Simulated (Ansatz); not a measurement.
# B2FH: the cost of one run

Computed with Ansatz 0.2.0, Gaussian basis. Level: def2-QZVPP, core rule «outside noble gas», up to 3 orbitals frozen.

The runs, in order: UHF; ROHF; CCSD(T) on UHF.

2 further runs of the same task are left out: 2 set aside as unsound or not needed.

### 1 The system

The geometry is a PBE0/def2-TZVP stationary point (not a proven minimum).

4 atoms, charge 0, spin multiplicity 3.

Atoms are counted from 1 here; the program's logs count them from 0.

Bond lengths: B1–B2 1.633 Å, B2–F3 1.328 Å, B2–H4 1.205 Å. Angles: B1–B2–F3 125.5°, B1–B2–H4 114.3°, F3–B2–H4 120.2°.

### 2 UHF

The input, in.yaml:

```yaml
crystal:
  periodic: [false, false, false]
  atoms:
    - {symbol: B, position_ang: [0.000000, -0.285996, 1.615495]}
    - {symbol: B, position_ang: [0.000000, 0.444539, 0.154784]}
    - {symbol: F, position_ang: [0.000000, -0.177695, -1.018097]}
    - {symbol: H, position_ang: [0.000000, 1.648828, 0.202133]}
basis:
  gaussian: {orbitals: "def2-QZVPP.json"}
magnetization: {spin_polarized: true, initial_magnetization: 2}
hamiltonian: {xc: hf}
output: {orbitals: {seedname: orbitals}}
```

Run with:

```bash
> ansatz run in.yaml --threads 1 --pin off --events-out ev --progress --plain --max-ram 2393MiB
```

**Question.** How long does this run take on 1 thread of Arm Neoverse V2, shared host, and how much memory does it need?

About 7 s, with a peak of 0.37 GiB.
